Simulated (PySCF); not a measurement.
**Core-level binding energies of `C1C[SiH2]1`**

C₂H₆Si.
Z-matrix (Å and degrees, PBE0-D3(BJ)/def2-SVP geometry), rows numbered from 1:
```
C 
C   1  1.5367
Si  1  1.8616  2   65.64
H   1  1.0956  2  116.61  3  -111.30
H   1  1.0954  2  116.86  3   111.74
H   2  1.0955  1  116.67  3  -111.15
H   2  1.0954  1  116.84  3   111.78
H   3  1.4840  1  119.21  2  -104.94
H   3  1.4842  1  119.04  2   104.43
```

Level of theory: delta-SCF UKS SCAN, pcX-2 on the ionised atom, pcseg-1 elsewhere, spin-free X2C in PySCF 2.14.0. These are vertical core ionisation energies against the vacuum level, from separate self-consistent calculations with and without the core hole.

**Question.** Give the core binding energies atom by atom.

**Answer.** 
| atom(s) | bonded to | level | binding energy (eV) | 2p1/2 (eV) | count |
| --- | --- | --- | --- | --- | --- |
| Si3 | 2 C and 2 H | Si 1s | 1846.26 | – | 1 |
| C1/C2 | C, 2 H and Si | C 1s | 290.10 | – | 2 |
| Si3 | 2 C and 2 H | Si 2p3/2 | 106.55 | 107.17 | 1 |

**Question.** Which effective nuclear charge Zeff reproduces each element's mean 1s value in the hydrogen-like formula E = 13.606 eV × Zeff²?

**Answer.** C (Z = 6): mean 290.1 eV, Zeff = 4.62, Z − Zeff = 1.38; Si (Z = 14): mean 1846.3 eV, Zeff = 11.65, Z − Zeff = 2.35. Means run over the listed sites, weighted by atom count.

**Question.** Which photon energy gives electrons from Si 2p3/2 of Si3 a kinetic energy of 20 eV, and what is their de Broglie wavelength?

**Answer.** hν = 106.55 + 20 = 126.55 eV, recoil neglected; λ = 12.264 Å/√(E/eV) = 2.74 Å.

The first atom of each set that the bonding makes equivalent was ionised and stands for the set. For 2p shells one spin-free hole was relaxed; a mean-field spin–orbit operator and the ground-state splitting of the three 2p orbitals were then diagonalised within the shell. The shell's mean is (2 × 2p3/2 + 2p1/2)/3, and the degeneracies 2j + 1 give areas of 2:1. 2p1/2 minus 2p3/2 (ligand field included): Si 0.62 eV. Isolated species at its PBE0-D3(BJ)/def2-SVP geometry, gas phase.

Hardware: an Arm Neoverse N1 with one thread, shared host. Cost: 15 s.
